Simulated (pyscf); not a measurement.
Structures and frequencies: ωB97X-D3(BJ)/def2-SVP in PySCF.

Q: PBE/def2-TZVP puts the barrier of H₃Ge–GeH₃ (SMILES [GeH3][GeH3]) + HCl (SMILES Cl) -> Cl–GeH₂–GeH₃ (SMILES [Cl][GeH2][GeH3]) + H₂ (SMILES [H][H]) (four-centre exchange; singlet surface; Ge–H, Cl–H broken, Cl–Ge, H–H formed) at 32.4 kcal/mol and the reaction energy at -11.9 kcal/mol, from the separated reactants. What do r²SCAN/def2-TZVP, M06-2X/def2-TZVP, ωB97M-D3(BJ)/def2-TZVP give on the same structures?

A: r²SCAN: ΔE‡ = 33.9 kcal/mol, ΔE = -13.1 kcal/mol; M06-2X: ΔE‡ = 33.0 kcal/mol, ΔE = -16.4 kcal/mol; ωB97M-D3(BJ): ΔE‡ = 37.6 kcal/mol, ΔE = -11.8 kcal/mol. PBE's barrier lies under all of them, by 0.6 to 5.2 kcal/mol. Its reaction energy matches one of them and lies within 4.5 kcal/mol of the others. At the saddle there is also a short Ge–H contact that neither side keeps. One saddle was located; it need not be the lowest between these sides. Elements up to Kr have no core potential and no relativistic terms here.
